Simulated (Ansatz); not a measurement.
Crystal: BiO3, ReO3 type, 4 atoms in the cell.

The calculation used PBE, plane waves, PAW datasets (generated soft set 1) in Ansatz.

Cutoff 420 eV; k-mesh 26×26×26 Γ-centred; Fermi–Dirac smearing of 0.0612 eV; no spin polarisation; no spin–orbit coupling.

Problem. What equilibrium volume, lattice constant and bulk modulus does this give?

Solution. V₀ = 18.497 Å³/atom (a₀ = 4.198 Å), B₀ = 81.9 GPa, B₀′ = 5.31. The points behind the fit:

| V (Å³/atom) | a (Å) | E − E(min) (meV/atom) | P (GPa) |
| --- | --- | --- | --- |
| 17.414 | 4.1145 | 18.40 | 5.80 |
| 17.784 | 4.1435 | 7.61 | 3.57 |
| 18.155 | 4.1720 | 1.67 | 1.61 |
| 18.525 | 4.2002 | 0.00 | -0.13 |
| 18.896 | 4.2281 | 2.09 | -1.65 |
| 19.266 | 4.2555 | 7.50 | -3.00 |
| 19.637 | 4.2826 | 15.83 | -4.19 |

The published all-electron PBE values for this crystal (mean of FLEUR and WIEN2k, k-spacing 0.06 Å⁻¹; Bosoni et al., Nat. Rev. Phys. 6, 45 (2024)) are V₀ = 18.511 Å³/atom, B₀ = 81.6 GPa, B₀′ = 5.32.

The stress includes the program's correction for the finite plane-wave basis.

This cubic structure is a model: it isn't the usual form of the substance at ambient conditions, and such phases are metastable or hypothetical. Spin polarisation is left out, and a magnetic state may lie lower. Spin–orbit coupling is left out, which matters for 6p elements such as Tl, Pb and Bi.
